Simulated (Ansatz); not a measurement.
How far each method lies from UCCSDT(Q) for HO–B–P, doublet

Geometry: a PBE0/def2-TZVP stationary point for this spin, not checked as a minimum.

```xyz
4

O     0.0000   -0.2535    0.9679
B     0.0000   -0.1797   -0.3427
P     0.0000   -0.1445   -2.0788
H     0.0000    0.5778    1.4535
```

Basis cc-pVDZ; Ansatz 0.2.0. Correlated methods freeze the noble-gas cores, which leaves 15 electrons in 44 orbitals. Prefix R: restricted or restricted open-shell reference; prefix U: unrestricted.

Full CI isn't at hand for all of this; UCCSDT(Q) serves as the reference, and is uncertain by about the last step of the cluster series. The frozen core follows each run's orbitals, which can shift R against U totals by a few meV.

For open shells CISD is restricted-active-space CI with the open shells as a complete middle space.

* UHF ⟨S²⟩: 0.770
* T1 diagnostic (RCCSD): 0.0211
* largest doubles amplitude (RCCSD): 0.075
* T1 diagnostic (UCCSD): 0.0203

```json
{"level": "RHF", "E − E(UCCSDT(Q)) (meV)": "10706", "share of correlation (%)": "0.00", "wall time": "–"}
{"level": "UHF", "E − E(UCCSDT(Q)) (meV)": "10613", "share of correlation (%)": "0.86", "wall time": "–"}
{"level": "RMP2", "E − E(UCCSDT(Q)) (meV)": "1098", "share of correlation (%)": "89.74", "wall time": "–"}
{"level": "UMP2", "E − E(UCCSDT(Q)) (meV)": "1118", "share of correlation (%)": "89.56", "wall time": "–"}
{"level": "CISD", "E − E(UCCSDT(Q)) (meV)": "1492", "share of correlation (%)": "86.07", "wall time": "8.5 s"}
{"level": "RCCSD", "E − E(UCCSDT(Q)) (meV)": "417", "share of correlation (%)": "96.10", "wall time": "–"}
{"level": "UCCSD", "E − E(UCCSDT(Q)) (meV)": "414", "share of correlation (%)": "96.14", "wall time": "–"}
{"level": "RCCSD(T)", "E − E(UCCSDT(Q)) (meV)": "65", "share of correlation (%)": "99.39", "wall time": "7 s"}
{"level": "UCCSD(T)", "E − E(UCCSDT(Q)) (meV)": "65", "share of correlation (%)": "99.39", "wall time": "8.5 s"}
{"level": "BCCD(T)", "E − E(UCCSDT(Q)) (meV)": "63", "share of correlation (%)": "99.41", "wall time": "8 s"}
{"level": "RCCSDT", "E − E(UCCSDT(Q)) (meV)": "33", "share of correlation (%)": "99.69", "wall time": "–"}
{"level": "UCCSDT", "E − E(UCCSDT(Q)) (meV)": "33", "share of correlation (%)": "99.70", "wall time": "–"}
{"level": "RCCSDT(Q)", "E − E(UCCSDT(Q)) (meV)": "3", "share of correlation (%)": "99.97", "wall time": "3.5 min"}
```

The correlation energy at UCCSDT(Q), counted from RHF, is -10.706 eV. That run took 3.1 min on 1 thread of Arm Neoverse V1, shared host.

Times hold each run's SCF and search for its determinant on a shared host, so for small cases they say little of a method's own cost; they ran on 1 thread of Arm Neoverse V1.

Atomization energy (electronic, same basis, no zero-point term; atoms at the same level, unrestricted beside the R rows where the molecule is a closed shell, with restricted open-shell steps beyond CCSDT(Q)) at UCCSDT(Q): 1236.6 kJ/mol. Errors of other levels:

| level | error (kJ/mol) |
| --- | --- |
| RHF | -328.1 |
| UHF | -340.3 |
| RMP2 | 48.1 |
| UMP2 | 45.5 |
| CISD | -127.2 |
| RCCSD | -30.7 |
| UCCSD | -30.8 |
| RCCSD(T) | -3.7 |
| UCCSD(T) | -4.0 |
| BCCD(T) | -3.5 |
| RCCSDT | -2.6 |
| UCCSDT | -2.8 |
| RCCSDT(Q) | -0.2 |

This basis is far from its limit, so the value isn't to be set against a measured one. Truncated CI isn't size-consistent, which counts against it in atomization.
